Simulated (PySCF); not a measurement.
A side-by-side comparison of computed properties.

First species: C5H6.
SMILES: `C=CC#CC`

Second species: C5H6.
SMILES: `C=C=CC=C`

Levels: B97-2/pcSseg-2 for dipole moment, HOMO energy, LUMO energy and HOMO–LUMO gap; PBE0-D3(BJ)/def2-TZVP for rotational constant A and rotational constant C. Geometries: PBE0-D3(BJ)/def2-TZVP. All species are isolated and taken at one optimised geometry, non-relativistic unless stated. Electronic properties by PySCF.

Dipoles, sizes and rotational constants follow the conformer. The torsions of the flexible species, by atom-mapped SMILES:
- `[CH2:1]=[C:2]=[CH:3][CH:4]=[CH2:5]`: C2–C3–C4–C5 180°

```json
{"property": "dipole moment", "column X": "0.24 D", "column Y": "0.70 D"}
{"property": "HOMO energy", "column X": "-6.47 eV", "column Y": "-6.50 eV"}
{"property": "LUMO energy", "column X": "-0.78 eV", "column Y": "-0.74 eV"}
{"property": "HOMO–LUMO gap", "column X": "5.69 eV", "column Y": "5.76 eV"}
{"property": "rotational constant A", "column X": "35.036 GHz", "column Y": "35.299 GHz"}
{"property": "rotational constant C", "column X": "2.223 GHz", "column Y": "2.043 GHz"}
```

**Question.** Which column belongs to which species?

**Answer.** Column X is the second species and column Y the first. The first has 11 atoms and 36 electrons, the second 11 and 36.

**Question.** How does each property change from the first species to the second?

**Answer.** dipole moment -0.46 D; HOMO energy +0.03 eV; LUMO energy -0.04 eV; HOMO–LUMO gap -0.07 eV; rotational constant A -0.263 GHz; rotational constant C +0.180 GHz.

On the first: The dipole matches unit charges of opposite sign 0.14 Å apart (1 e·Å = 4.8032 D). Isolated species at its PBE0-D3(BJ)/def2-TZVP geometry, gas phase.

On the second: In atomic units the dipole is 0.10 e·bohr (1 au = 2.5417 D). One conformer (not necessarily the lowest) at the PBE0-D3(BJ)/def2-TZVP geometry, without solvent, vibrations or thermal averaging.
